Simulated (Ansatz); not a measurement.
AlH6NSi can be A, `N[SiH2][AlH2]`, or B, `[NH2][AlH][SiH3]`.

Computed with Ansatz on PBE0-D4/def2-TZVP structures; ΔE is electronic, products minus reactants. CBS: MP2 limit from def2 TZ/QZ plus the TZ coupled-cluster correction, frozen cores. DFT in def2-TZVPP. B3LYP here is the variant with VWN-RPA as its local correlation; programs differ in this. One conformer a species, not always the lowest.

**Question.** Which is lower in electronic energy at CCSD(T)/CBS, and by how much? (An estimate is asked.)

**Answer.** Ansatz gave: B, by 17.5 kcal/mol.

**Question.** Give E(B) − E(A) in kcal/mol with PBE0-D4, r2SCAN-D4, BLYP-D4, B3LYP, ωB97M-V, PBE-D4, MP2/def2-TZVPP. (An estimate is asked.)

**Answer.** Computed: PBE0-D4 -17.1, r2SCAN-D4 -18.4, BLYP-D4 -18.0, B3LYP -17.8, ωB97M-V -17.2, PBE-D4 -17.9, MP2/def2-TZVPP -17.9. None reverses the order clearly.

**Question.** Does the order hold for the free energy at 298.15 K (harmonic terms from PBE0-D4)? (Best estimate.)

**Answer.** The calculation gave: Yes: G(B) − G(A) = -16.9 kcal/mol, for one conformer each. Modes under 60 cm⁻¹, often nearly free rotors, make the harmonic entropy too high.

Largest T1 diagnostic: 0.013.

From PBE to PBE0 (25 % exact exchange), in def2-TZVPP and without D4, E(B) − E(A) moves by +0.8 kcal/mol. Leaving LDA and LC-ωPBE aside and taking each functional with its dispersion term where it has one, the values, not all of them listed here, spread over 2.3 kcal/mol, from r2SCAN-D4 to B97M-V.
